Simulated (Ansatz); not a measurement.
The inner images of a band of C₂H₄N (7 atoms, charge 0, multiplicity 2) are given out of order.

These are results of UKS PBE/def2-SVP in Ansatz, not measurements.

Image 0:

```xyz
7
Properties=species:S:1:pos:R:3
C -0.697 0.390 -0.353
C 0.210 -0.508 0.406
N 1.457 -0.500 0.496
H -1.416 0.875 0.339
H -0.137 1.176 -0.910
H -1.303 -0.203 -1.069
H 1.886 -1.231 1.090
```

Image 6:

```xyz
7
Properties=species:S:1:pos:R:3
C -0.528 0.294 -0.267
C 0.689 -0.374 0.341
N 1.882 -0.023 0.165
H -1.206 0.647 0.537
H -0.229 1.151 -0.898
H -1.094 -0.436 -0.881
H 0.486 -1.259 1.003
```

Problem. Put them in order from the first end to the last, with their energies above the first end.
A.
```xyz
7
Properties=species:S:1:pos:R:3
C -0.570 0.291 -0.267
C 0.654 -0.399 0.357
N 1.858 -0.073 0.197
H -1.280 0.704 0.484
H -0.211 1.140 -0.886
H -1.165 -0.375 -0.930
H 0.714 -1.286 1.046
```
B.
```xyz
7
Properties=species:S:1:pos:R:3
C -0.632 0.344 -0.313
C 0.492 -0.398 0.344
N 1.757 -0.319 0.376
H -1.325 0.746 0.453
H -0.223 1.182 -0.920
H -1.212 -0.338 -0.965
H 1.143 -1.219 1.026
```
C.
```xyz
7
Properties=species:S:1:pos:R:3
C -0.649 0.385 -0.345
C 0.395 -0.372 0.317
N 1.648 -0.425 0.451
H -1.337 0.767 0.436
H -0.231 1.216 -0.947
H -1.223 -0.317 -0.982
H 1.398 -1.253 1.071
```
D.
```xyz
7
Properties=species:S:1:pos:R:3
C -0.670 0.408 -0.365
C 0.305 -0.416 0.344
N 1.548 -0.480 0.486
H -1.370 0.810 0.396
H -0.229 1.237 -0.963
H -1.256 -0.270 -1.018
H 1.672 -1.289 1.119
```
E.
```xyz
7
Properties=species:S:1:pos:R:3
C -0.610 0.314 -0.288
C 0.585 -0.409 0.360
N 1.822 -0.188 0.281
H -1.315 0.733 0.462
H -0.220 1.160 -0.903
H -1.202 -0.349 -0.955
H 0.940 -1.261 1.044
```

Solution. D (+14.8 kJ/mol), C (+77.3 kJ/mol), B (+157.7 kJ/mol), E (+82.5 kJ/mol), A (+7.1 kJ/mol).

Time of the run: 3.2 min on 1 thread of Intel(R) Xeon(R) Processor @ 2.50GHz (Skylake/Cascade Lake), on a shared host, peak memory 0.14 GiB.
